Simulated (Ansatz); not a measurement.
Results of HSE06-D3(BJ) in Ansatz (plane waves, PAW) for antiferromagnetic (type II) rock-salt MnS.

Settings: plane-wave cutoff 460 eV, 8×8×8 k mesh, Fermi–Dirac smearing 0.01 eV, spin-polarised with opposed moments, scalar-relativistic PAW data made under PBE.

Cell (relaxed at this level):

```yaml
crystal:
  lattice:
    - [5.10299, 2.54089, 2.54089]
    - [2.54089, 5.10299, 2.54089]
    - [2.54089, 2.54089, 5.10299]
  atoms:
    - { symbol: Mn, position: [0.00000, 0.00000, 0.00000], spin: 5.0 }
    - { symbol: Mn, position: [0.50000, 0.50000, 0.50000], spin: -5.0 }
    - { symbol: S, position: [0.25000, 0.25000, 0.25000] }
    - { symbol: S, position: [0.75000, 0.75000, 0.75000] }
```

Task: Give the computed band gap, smallest direct gap on the k points sampled, Γ–Γ gap and magnetic moment (largest site, within a sphere).

Result: 
- band gap: 2.75 eV (on the SCF k mesh) (indirect)
- smallest direct gap on the k points sampled: 3.36 eV
- Γ–Γ gap: 4.81 eV
- magnetic moment (largest site, within a sphere): 4.37 μB

Spins in the cell block are starting values.

Moments are spin moments.

Static lattice: no zero-point or thermal effects.

Ansatz is a program for electronic structure.
